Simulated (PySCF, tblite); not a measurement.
Species: C₅H₈O.
Numbering: `[CH2:1]=[CH:2]/[CH:3]=[CH:4]/[O:5][CH3:6]` (hydrogens: H7, H8 on C1; H9 on C2; H10 on C3; H11 on C4; H12, H13, H14 on C6)

Computed with GFN2-xTB (tblite), gas phase: Langevin dynamics at 600 K from the optimised GFN2-xTB geometry, time step 0.5 fs, friction 0.01 fs⁻¹, 2000 steps. Over the second half of the run the saved frames average 634 K.

Frame at 250 fs, instantaneous temperature 590 K:
```
atom  x, y, z in Å
C1      2.034    0.798   -0.191
C2      0.826    0.394   -0.555
C3      0.220   -0.627    0.257
C4     -0.793   -1.242   -0.388
O5     -1.673   -2.146    0.055
C6     -1.473   -2.433    1.384
H7      2.258    0.571    0.835
H8      2.659    1.428   -0.711
H9      0.397    0.667   -1.523
H10     0.604   -0.655    1.238
H11    -1.199   -0.891   -1.342
H12    -2.229   -3.143    1.821
H13    -1.587   -1.659    2.130
H14    -0.444   -2.751    1.645
```

Frame at 425 fs, instantaneous temperature 590 K:
```
atom  x, y, z in Å
C1      2.137    0.507   -0.575
C2      0.825    0.186   -0.592
C3      0.337   -0.986    0.023
C4     -0.930   -1.401    0.164
O5     -1.527   -2.563    0.623
C6     -0.627   -3.464    1.247
H7      2.900    0.245    0.130
H8      2.343    1.321   -1.374
H9      0.128    0.736   -1.286
H10     1.099   -1.436    0.539
H11    -1.639   -0.673   -0.301
H12    -1.362   -3.821    1.891
H13     0.101   -2.825    1.687
H14    -0.211   -4.249    0.696
```

Frame at 625 fs, instantaneous temperature 568 K:
```
atom  x, y, z in Å
C1      2.594    0.219   -0.805
C2      1.451    0.198   -0.091
C3      0.469   -0.915    0.211
C4     -0.485   -0.907    1.199
O5     -1.257   -1.955    1.478
C6     -1.731   -2.996    0.654
H7      2.978   -0.764   -1.233
H8      3.228    1.034   -0.652
H9      0.989    1.107    0.408
H10     0.431   -1.906   -0.262
H11    -0.502   -0.093    1.954
H12    -2.425   -3.570    1.348
H13    -0.919   -3.578    0.228
H14    -2.276   -2.643   -0.304
```

Frame at 800 fs, instantaneous temperature 645 K:
```
atom  x, y, z in Å
C1      2.876   -0.530   -0.666
C2      2.061   -0.835    0.356
C3      0.615   -1.096    0.397
C4     -0.072   -1.039    1.530
O5     -1.434   -1.077    1.498
C6     -2.248   -1.890    0.704
H7      2.458   -0.836   -1.676
H8      3.854   -0.136   -0.622
H9      2.452   -0.687    1.400
H10    -0.027   -1.331   -0.504
H11     0.325   -0.793    2.443
H12    -3.350   -1.740    1.003
H13    -1.904   -2.962    0.763
H14    -2.303   -1.595   -0.436
```

Frame at 1000 fs, instantaneous temperature 880 K:
```
atom  x, y, z in Å
C1      3.021   -0.548    0.006
C2      2.013   -0.778    0.835
C3      0.613   -0.920    0.526
C4     -0.197   -1.785    1.189
O5     -1.563   -1.802    1.123
C6     -2.108   -0.683    0.469
H7      3.014   -0.345   -1.019
H8      4.093   -0.669    0.361
H9      2.117   -0.997    1.956
H10     0.208   -0.320   -0.199
H11     0.100   -2.592    1.838
H12    -3.220   -0.916    0.384
H13    -1.808   -0.554   -0.549
H14    -1.746    0.215    0.970
```

Question: What do single points at PBE0/pcSseg-1 (PySCF, gas phase) give on these frames?

Answer: 
| t (fs) | GFN2-xTB E above start (eV) | DFT E above lowest frame (eV) | HOMO (eV) | LUMO (eV) | dipole (D) |
| --- | --- | --- | --- | --- | --- |
| 250 | 0.87 | 0.13 | -6.03 | -0.22 | 1.16 |
| 425 | 1.19 | 0.50 | -6.03 | -0.64 | 1.28 |
| 625 | 1.08 | 0.19 | -6.03 | -0.53 | 1.50 |
| 800 | 0.94 | 0.09 | -6.18 | -0.53 | 1.11 |
| 1000 | 0.79 | 0.00 | -6.16 | -0.54 | 1.01 |

The two levels order the frames alike by energy but for pairs within 0.08 eV at one level; measured from each level's lowest frame they differ by 0.10 eV at most. The HOMO–LUMO gap runs from 5.39 to 5.81 eV. These are instantaneous structures, not minima.

Question: And the isotropic GIAO shieldings (ppm) from the same runs?

Answer: 
| atom | 250 fs | 425 fs | 625 fs | 800 fs | 1000 fs | mean | range |
| --- | --- | --- | --- | --- | --- | --- | --- |
| C1 | 66.5 | 61.0 | 71.1 | 66.8 | 69.4 | 67.0 | 10.1 |
| C2 | 35.7 | 37.9 | 36.9 | 42.4 | 46.7 | 39.9 | 11.0 |
| C3 | 73.2 | 78.0 | 59.5 | 61.9 | 77.2 | 70.0 | 18.5 |
| C4 | 26.9 | 20.8 | 19.1 | 25.8 | 19.7 | 22.5 | 7.8 |
| O5 | 223.1 | 221.1 | 229.2 | 239.7 | 204.9 | 223.6 | 34.8 |
| C6 | 136.1 | 135.3 | 125.3 | 123.0 | 128.2 | 129.6 | 13.1 |
| H7 | 26.5 | 25.5 | 25.3 | 25.6 | 26.7 | 25.9 | 1.4 |
| H8 | 27.3 | 25.5 | 26.7 | 26.1 | 25.8 | 26.3 | 1.8 |
| H9 | 24.9 | 24.5 | 24.3 | 24.9 | 23.9 | 24.5 | 1.0 |
| H10 | 26.1 | 27.3 | 25.6 | 24.8 | 27.1 | 26.2 | 2.5 |
| H11 | 24.6 | 24.5 | 24.0 | 25.5 | 24.8 | 24.7 | 1.5 |
| H12 | 27.3 | 28.0 | 26.1 | 26.0 | 26.4 | 26.8 | 2.0 |
| H13 | 28.8 | 28.3 | 27.3 | 27.3 | 28.6 | 28.1 | 1.5 |
| H14 | 28.2 | 29.1 | 26.8 | 26.0 | 28.2 | 27.7 | 3.1 |

The cost below is that of the whole dynamics run. On an Intel Xeon Platinum 8488C with one thread, shared host with 96 logical CPUs at a one-minute load of 5.3, this took 7.2 s wall and 0.18 GiB of memory at its peak.
